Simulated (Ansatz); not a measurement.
**C₂H₄B−: single points off equilibrium**

The task here is to estimate one member of a computed series from the others.

Computed with Ansatz 0.2.0, Gaussian basis. Level: single points in def2-TZVPPD.

Correlated methods freeze the cores.

**Where the work starts**

SMILES `[CH-]=BC`, 7 atoms, charge -1, spin multiplicity 1.

Atoms are counted from 1 here; the program's logs count them from 0.

Bond lengths: C1–B2 1.313 Å, C1–H4 1.078 Å, B2–C3 1.593 Å, C3–H5 1.073 Å, C3–H6 1.091 Å, C3–H7 1.088 Å. Angles: B2–C1–H4 179.1°, C1–B2–C3 178.2°, B2–C3–H5 112.3°, B2–C3–H6 110.9°, B2–C3–H7 110.4°, H5–C3–H6 106.2°, H5–C3–H7 108.4°, H6–C3–H7 108.5°.

Coordinates:

```xyz
7

C    -1.5287   -1.0505   -0.2788
B    -0.4692   -0.3012   -0.0771
C     0.8444    0.5707    0.1482
H    -2.4076   -1.6548   -0.4348
H     1.0473    1.2222   -0.6798
H     0.7397    1.2140    1.0233
H     1.7073   -0.0758    0.2954
```

The first run:

The input, run/in.yaml:

```yaml
crystal:
  periodic: [false, false, false]
  atoms:
    - {symbol: C, position_ang: [-1.528671, -1.050503, -0.278823]}
    - {symbol: B, position_ang: [-0.469161, -0.301159, -0.077108]}
    - {symbol: C, position_ang: [0.844350, 0.570736, 0.148239]}
    - {symbol: H, position_ang: [-2.407648, -1.654844, -0.434840]}
    - {symbol: H, position_ang: [1.047274, 1.222194, -0.679752]}
    - {symbol: H, position_ang: [0.739681, 1.213996, 1.023275]}
    - {symbol: H, position_ang: [1.707265, -0.075761, 0.295419]}
basis:
  gaussian: {orbitals: "def2-TZVPPD.json"}
total_charge: -1
hamiltonian: {xc: pbe, dispersion: d4}
output: {forces: true}
```

The basis file named in the input lies beside it (Basis Set Exchange, JSON).

Command:

```bash
$ ansatz run in.yaml --threads 2 --pin off --events-out ev --progress --plain --max-ram 3481MiB
```

Among the steps run: PBE-D4/def2-TZVPPD; r2SCAN-D4/def2-TZVPPD; PBE0-D4/def2-TZVPPD; wB97M-V/def2-TZVPPD; CCSD(T)/def2-TZVPPD.

One table of the session follows, with a row left open; its other results are not shown here.

```
   method  RMS force component (eV/Å)  angle to CCSD(T) forces (°)
   PBE-D4                       0.605                         15.1
r2SCAN-D4                       0.505                         14.5
  PBE0-D4                           ?                            ?
  wB97M-V                       0.369                         21.2
  CCSD(T)                       0.569                    reference
```

**Question.** Estimate the row for PBE0-D4.

The run gave: RMS force component (eV/Å): 0.459; angle to CCSD(T) forces (°): 17.8. In the column «RMS force component (eV/Å)» it lies between wB97M-V (0.369) and r2SCAN-D4 (0.505).

Caveats from the session: The anion's highest level is positive in at least one run, so there the basis alone may hold the extra electron.
